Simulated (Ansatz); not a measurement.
The first iterations of a band of C$_{2}$H$_{2}$O$_{2}$S (7 atoms, charge 0, multiplicity 1).

Theory: RKS r2SCAN-D4/cc-pVDZ in Ansatz 0.2.0.

```json
{
  "movable images": "9",
  "climbing image": "yes",
  "spring": "5.0 eV/Å²",
  "optimiser": "quadratic models (default)",
  "start path": "through a guess of the saddle point",
  "force threshold": "0.05 eV/Å",
  "iteration limit": "60",
  "end points": "relaxed"
}
```

Image 0:

```xyz
7
Properties=species:S:1:pos:R:3
O -0.591 1.994 0.075
C -0.276 0.882 0.403
S 0.608 0.015 1.668
C -0.245 -0.521 -0.016
O 0.509 -0.973 -1.054
H -1.103 -1.176 0.165
H 1.160 -0.289 -1.285
```

Image 10:

```xyz
7
Properties=species:S:1:pos:R:3
O -0.864 2.056 0.321
C -0.364 0.982 0.495
S 0.615 0.083 1.666
C -0.124 -0.339 -0.090
O 0.709 -0.409 -1.166
H -0.903 -1.109 -0.001
H 0.993 -1.332 -1.270
```

| iteration | highest image above the first end (eV) | largest band force component (eV/Å) |
| --- | --- | --- |
| 1 | 7.018 | 60.448 |
| 2 | 4.633 | 40.378 |
| 3 | 1.201 | 13.297 |

Task: Does the band converge within its limit, and where does its top end?

Result: It converged. It ended after 10 iterations with the highest image 0.186 eV above the first end. A vibrational analysis at the climbing image gives one clearly imaginary mode, 398i cm⁻¹: a first-order saddle point.

Run time: 73 s on 2 threads of AMD EPYC 9R45 96-Core Processor (Zen 5), on a shared host, peak memory 0.16 GiB.
